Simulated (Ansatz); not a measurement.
Born–Oppenheimer molecular dynamics of BFH₄O (7 atoms, charge 0, multiplicity 1). It starts at the highest image of a converged band, a first-order saddle point between two minima.

Computed with RKS B3LYP-D4/def2-SVP in Ansatz 0.2.0.

```
ensemble                      : NVE (velocity Verlet)
time step                     : 0.5 fs
steps asked                   : 200
starting velocities drawn for : 300 K
seed                          : 6805
```

First frame:

```xyz
7
Properties=species:S:1:pos:R:3
B 0.072 -0.275 -0.076
F -0.051 0.111 1.544
H 1.136 0.147 -0.443
H -0.963 0.041 -0.609
O 0.128 -1.709 0.379
H -0.702 -2.172 0.197
H 0.021 -0.996 1.453
```

Task: How far do the bonds stretch over the last three quarters of this one trajectory? (Pairs bonded in most of those frames.)

Result: 
| bond | mean (Å) | spread (Å) | shortest | longest |
| --- | --- | --- | --- | --- |
| B1–F2 | 1.372 | 0.081 | 1.25 | 1.60 |
| B1–H3 | 1.218 | 0.047 | 1.13 | 1.30 |
| B1–H4 | 1.224 | 0.042 | 1.15 | 1.30 |
| O5–H6 | 0.969 | 0.015 | 0.94 | 1.00 |
| O5–H7 | 0.975 | 0.030 | 0.93 | 1.03 |

Mean temperature of the second half: 806 K. The conserved energy stayed within 0.25 meV per atom of its start (net change -0.00014 meV per atom), so the integration is sound. The kinetic energy rose, since the run started high on the potential surface and went downhill. It ends in pieces (BFH2 + H2O), so much of that is their flight and rotation, not heat. A run of 0.1 ps of so small a system gives no equilibrium averages. The orbitals stay closed-shell, which can raise the energy where a bond breaks towards radicals; this wasn't checked here.

Run time: 3.7 min on 1 thread of Arm Neoverse V2 (shared host), peak memory 0.1 GiB.
